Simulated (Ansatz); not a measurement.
Input for Ansatz (development build ahead of 0.2.0):

```yaml
crystal:
  periodic: [false, false, false]
  atoms:
    - { symbol: C, position_ang: [0.28516, -0.48991, 0.11675] }
    - { symbol: O, position_ang: [-0.33517, 0.62289, -0.30684] }
    - { symbol: H, position_ang: [1.2615, -0.1469, 0.39083] }
    - { symbol: H, position_ang: [-0.06393, -0.81955, 1.06969] }
    - { symbol: H, position_ang: [0.17098, -1.3902, -0.4482] }
basis:
  gaussian: { orbitals: def2-SVP }
magnetization:
  spin_polarized: true
  initial_magnetization: 1
hamiltonian:
  xc: pbe0
output:
  forces: true
```

The input is written out in the form of the current development build from the run's settings.

Output:

- Converged: yes
- Total energy: -114.82216 hartree
- Spin squared of the determinant: 0.753
- Stability test: minimum

Forces (eV/Å):
```json
{"atom": "C1", "Fx": "-0.800", "Fy": "1.017", "Fz": "-0.080"}
{"atom": "O2", "Fx": "-0.592", "Fy": "0.114", "Fz": "-0.267"}
{"atom": "H3", "Fx": "1.729", "Fy": "-0.257", "Fz": "-0.018"}
{"atom": "H4", "Fx": "-0.813", "Fy": "0.017", "Fz": "1.810"}
{"atom": "H5", "Fx": "0.476", "Fy": "-0.891", "Fz": "-1.445"}
```
